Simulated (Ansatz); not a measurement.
Reaction (hydrogen abstraction from a C–H bond): `CC(F)CF` + `[SiH3]`• → `C[C](F)CF`• + SiH₄

Gas-phase electronic energies from Ansatz, PBE0-D4/def2-TZVP geometries. CBS: MP2 limit from def2 TZ/QZ plus the TZ coupled-cluster correction, frozen cores. This one scheme is used for every species. Functionals use def2-TZVPP. Open shells (•) are unrestricted, without spin–orbit coupling. One conformer a species, not always the lowest.

Problem. Is it downhill or uphill in electronic energy at CCSD(T)/CBS, and by how much? (Estimate.)

Solution. Ansatz gave: Uphill: ΔE = +35.1 kJ/mol.

Problem. What do these levels give: BLYP-D4, r2SCANh-D4, r2SCAN, CCSD(T)/def2-SVP, SCS-MP2/def2-TZVPP, CCSD/def2-TZVPP? (Estimate.)

Solution. Computed: BLYP-D4 17.0, r2SCANh-D4 23.9, r2SCAN 22.6, CCSD(T)/def2-SVP 38.3, SCS-MP2/def2-TZVPP 42.1, CCSD/def2-TZVPP 35.2 kJ/mol.

Largest T1 diagnostic among the species: 0.015.

From PBE to PBE0 (25 % exact exchange), in def2-TZVPP and without D4, ΔE moves by +3.9 kJ/mol. Leaving LDA and LC-ωPBE aside and taking each functional with its dispersion term where it has one, the values, not all of them listed here, spread over 18.1 kJ/mol, from BLYP-D4 to PBE-QIDH. LDA lies +6.9 kJ/mol from PBE without D4.
